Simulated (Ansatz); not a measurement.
Mg₂S⁺. The state is a quartet with charge 1. Geometry PBE0-D4/def2-TZVP; atoms count from 1.

Cartesian coordinates in Å:
```
Mg -1.4247 -1.7399 0.1453
Mg 1.7975 1.2195 -0.6000
S -0.3728 0.5204 0.4547
```

At PBE0-D4/def2-TZVP a doublet of charge 1 lies 1.43 eV below the quartet, each at its own geometry. The structure comes from a short search, and lower isomers may exist.

Estimate the Mulliken populations from the PBE0/def2-TZVP orbitals of Ansatz.


```csv
atom,charge (e),spin (α − β)
Mg1,0.66,0.93
Mg2,0.66,0.93
S3,-0.32,1.14
```
Mulliken values depend strongly on the basis.

Where does the spin sit?

Summed by element: Mg 1.86, S 1.14, of 3 unpaired in all. Largest on single atoms: S3 1.14, Mg1 0.93, Mg2 0.93.

And the Mayer bond orders between heavy atoms (over 0.3)?

Mg1–S3 0.54 (2.51 Å); Mg2–S3 0.54 (2.51 Å).
